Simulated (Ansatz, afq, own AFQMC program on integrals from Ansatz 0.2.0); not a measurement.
CH3, doublet → CH3⁺, singlet, worked out

```xyz
4

C     0.0000    0.0000    0.0000
H     1.0799    0.0140   -0.0003
H    -0.5521    0.9282   -0.0027
H    -0.5278   -0.9423    0.0031
```

Both states at this geometry.

Basis cc-pVDZ. Noble-gas cores (and the filled d shells of Ga–Kr and In–Xe) are frozen. Integrals, coupled cluster, full CI and functionals: Ansatz 0.2.0; the random walks run on the same integrals in our own AFQMC program. ph-AFQMC/CISD is guided by a CISD state made of CCSD amplitudes; releasing the constraint for a short imaginary time cuts its bias at the price of noise, slowly where states lie close. ± is one standard error of the sampling.

Total energies in eV. CBS is CCSD(T) at the limit of def2-TZVPP/QZVPP (extrapolated itself); the highest rung of each member is named.

Cautions: CH₃⁺ (singlet): full CI with its own frozen core.

| member | count | CCSD(T)/cc-pVDZ | highest rung in cc-pVDZ | which | CCSD(T)/CBS |
| --- | --- | --- | --- | --- | --- |
| CH₃⁺, singlet | +1 | -1071.2110 | -1071.2220 | FCI | -1072.6689 |
| CH₃, doublet | -1 | -1080.7245 | -1080.7386 | CCSDT(Q) | -1082.4556 |

**Question.** Work out the best estimate of the vertical ionization energy: the CCSD(T)/CBS difference plus the step from CCSD(T) to the highest rung.

**Answer.** Sums with the counts: CCSD(T)/CBS 9.7867 eV, highest rung 9.5166 eV, CCSD(T)/cc-pVDZ 9.5135 eV. The step is 9.5166 − 9.5135 = 0.0031 eV, so the best estimate is 9.7867 + (0.0031) = 9.7898 eV. The basis set is worth 0.273 eV of it. Zero-point, core-correlation and spin–orbit terms aren't in it.

Best estimates are given only where the step beyond CCSD(T) is under 0.3 eV and no member's determinant is very poor (T1 over 0.05, or 0.07 for open shells, ⟨S²⟩ too high by 0.3, two states mixed), so the hardest cases are missing from such tables.

CCSDT and higher add their correlation energy to the determinant of the CCSD(T) run, since their own runs factorise the integrals more tightly (a shift of under 2 meV). Each member of a difference takes its own highest rung, so a best estimate needn't equal the limit plus the step of one row.
